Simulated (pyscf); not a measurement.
Cl–Ge:–Cl [singlet] + ammonia (NH₃) → H₂N–GeH(Cl)–Cl, an insertion (singlet surface; H–N broken, Ge–N, Ge–H formed). Structures and frequencies: ωB97X-D3(BJ)/def2-SVP in PySCF. Correlated levels are frozen-core, on RHF or UHF. ΔMP2 is the change of the MP2 total energy from the triple- to the quadruple-zeta basis. Energies in eV from the separated reactants.

Small-basis levels: PySCF, no dispersion term, spherical d functions. 

Question: In single points HF/STO-3G puts the saddle at 2.05 eV and the reaction energy at -2.19 eV. Should these be trusted to within a few kcal/mol? Compare with CCSD(T)/def2-TZVPP + ΔMP2(QZVPP).

Answer: CCSD(T)/def2-TZVPP + ΔMP2(QZVPP) gives ΔE‡ = 1.78 eV and ΔE = -0.71 eV. HF/STO-3G lies 0.27 eV over it in the barrier and 1.48 eV under it in the reaction energy, so on this step it does not hold to within 0.13 eV. CCSD(T)/def2-TZVPP + ΔMP2(QZVPP) has limits of its own. On the reactant side the descent ends in an adduct with a Ge–N contact, 1.04 eV under the separated species and 2.85 eV under the saddle at ωB97X-D3(BJ)/def2-TZVP. What is counted as formed (Ge–N) is already present as a longer contact in the reactant adduct; forming that adduct is a step of its own. One saddle was located; it need not be the lowest between these sides. The CCSD(T) − MP2 part came from Ansatz, without density fitting, on the same reference. The frozen core leaves the outer d or s,p core shells of the metals and heavy elements correlated in the MP2 and CC values, and def2-TZVPP describes them poorly, which can shift differences by a few kcal/mol. In the def2 sets elements up to Kr have no core potential.
